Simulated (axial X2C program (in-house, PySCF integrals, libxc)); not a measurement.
**Nuclear properties of Si₂**

Computed with an in-house all-electron X2C program for linear molecules (integrals from PySCF): two-component X2C with atomic mean-field Coulomb and Gaunt terms, Gaussian nuclei, basis Si dyall-v3z with contracted cores.

R = 2.262 Å (near the PBE0 minimum at charge 0 of the determinant lowest at the starting distance; the state shown can have its own minimum elsewhere).

Input and command:
```json
{"zs": [14, 14], "q": 0, "bas": ["dyall-v3z", "dyall-v3z"], "r0": 2.32, "levels": ["PBE0", "HF", "B3LYP", "BP86", "PBE"], "nst": 3}
```
```bash
python soeom.py task.json out
```

Keys: zs atomic numbers; q charge; bas basis sets; r0 starting distance in Å; levels methods; nst determinants followed.

Determinant lowest in the PBE0 search, Ω = 1 (⟨Sz⟩ = 1.00, ⟨Lz⟩ = 0.00 at PBE0), spin on the atoms Si 0.50, Si 0.50:

```json
{"level": "PBE0", "A∥/gI Si (MHz)": "-65.3", "qzz Si (a.u.)": "-1.89"}
{"level": "HF", "A∥/gI Si (MHz)": "-60.4", "qzz Si (a.u.)": "-2.01"}
{"level": "B3LYP", "A∥/gI Si (MHz)": "-51.2", "qzz Si (a.u.)": "-1.92"}
{"level": "BP86", "A∥/gI Si (MHz)": "-58.5", "qzz Si (a.u.)": "-1.86"}
{"level": "PBE", "A∥/gI Si (MHz)": "-68.4", "qzz Si (a.u.)": "-1.85"}
```

Determinant 0.30 eV from it at PBE0 and this distance, Ω = 2 (⟨Sz⟩ = 1.00, ⟨Lz⟩ = 1.00 at PBE0), spin on the atoms Si 0.50, Si 0.50:

| level | A∥/gI Si (MHz) | qzz Si (a.u.) |
| --- | --- | --- |
| PBE0 | 52.6 | -0.24 |
| HF | 14.4 | -0.34 |
| B3LYP | 65.9 | -0.24 |
| BP86 | 70.4 | -0.21 |
| PBE | 65.1 | -0.21 |

A∥ (defined per Ω) follows by multiplying with gI = μI/(I μN); qzz is the electric field gradient, eQq0 = 234.96 MHz × Q/barn × qzz. The operators were transformed with the bare-nucleus X2C matrices; with these basis sets, hyperfine constants and field gradients can be off by tens of per cent, and where levels differ in sign neither size nor sign is settled.

Q: With gI(29Si) = -1.1106 (g factors from the IAEA table of nuclear moments by Stone), turn the PBE0 values of the first state into constants in MHz.

A: A∥(29Si) = -65.3 × -1.1106 = 72.5 MHz.

Each state is one determinant with collinear spin, which with several unpaired electrons need not be a pure state. Unrestricted Hartree–Fock can overshoot spin polarisation at the nuclei. With several open shells hyperfine constants can be off by a factor of several. Open-shell Ω = 0 determinants with evenly filled partner blocks cannot be reached by this program, so the Ω shown need not be the lowest component. States lie within half an eV, so the first need not be the ground state. Further determinants of the search, some of them spin-mixed, are not shown. PBE0 term energies can be off by some tenths of an eV.
